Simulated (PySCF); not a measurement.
The dipole of `FCC#CCF` from its density and from atomic charges.

Coordinates (PBE0-D3(BJ)/def2-SVP, Å) and charges (e) from the PBE0/pcSseg-1 density (PySCF):

```
atom       x       y       z  Mulliken      IAO  Hirshfeld  ESP-fitted
  F1  -2.549  -0.879   0.984   -0.3204  -0.3103    -0.1164     -0.2153
  C2  -2.055  -0.085  -0.017   +0.2173  +0.0319    +0.0429     +0.1274
  C3  -0.601  -0.021  -0.004   -0.1729  -0.0548    -0.0510     -0.0987
  C4   0.609   0.043   0.000   -0.1729  -0.0548    -0.0509     -0.1124
  C5   2.063   0.128   0.014   +0.2175  +0.0319    +0.0429     +0.1092
  F6   2.632  -0.522  -1.048   -0.3203  -0.3102    -0.1163     -0.2096
  H7  -2.394  -0.485  -0.989   +0.1401  +0.1683    +0.0634     +0.1055
  H8  -2.473   0.930   0.099   +0.1359  +0.1649    +0.0610     +0.0880
  H9   2.445  -0.316   0.950   +0.1400  +0.1683    +0.0634     +0.1114
 H10   2.374   1.187  -0.012   +0.1358  +0.1648    +0.0610     +0.0944
```

Task: Compute μ = Σ q r for each scheme (1 e·Å = 4.803 D) and compare with the dipole of the full density.

Result: The full density gives (-0.10, 1.93, 0.08) D, 1.94 D in size; dipole vectors point from the negative to the positive end.

```
    scheme     μx    μy    μz  size (D)  share of the full size (%)  angle to the full dipole (°)
  Mulliken  -0.16  3.03  0.13      3.03                         156                             0
       IAO  -0.16  3.12  0.13      3.13                         161                             0
 Hirshfeld  -0.06  1.16  0.05      1.17                          60                             0
ESP-fitted  -0.11  1.95  0.08      1.96                         101                             0
```

Task: Which set comes closest?

Result: Length of the difference vector: ESP-fitted 0.02 D, Hirshfeld 0.77 D, Mulliken 1.09 D, IAO 1.19 D. Closest: ESP-fitted. ESP charges are fitted to the potential around the molecule, whose slowest-falling term is the dipole's. 

Task: What is left for the Hirshfeld atoms' own dipoles?

Result: The Hirshfeld atoms' densities add up to the full density, so μ = Σ q r + Σ (atomic dipoles). The atomic dipoles sum to (-0.10, 1.93, 0.08) − (-0.06, 1.16, 0.05) = (-0.04, 0.77, 0.03) D, 0.77 D in size.

Task: With the origin at the mean of the coordinates, (0.005, -0.002, -0.002) Å, which are the largest single terms, by size, of the Hirshfeld dipole along the direction of the full one?

Result: F1 +0.39, F6 +0.39, H10 +0.31, H8 +0.31, H7 -0.12 D; all 10 atoms together +1.17 D. The single terms depend on the origin, their sum doesn't.

Task: Give the size of the full dipole in other units.

Result: 1.94 D = 0.762 au = 0.403 e·Å = 6.46 × 10⁻³⁰ C·m.

Geometry: PBE0-D3(BJ)/def2-SVP; no solvent, vibrations or thermal averaging.
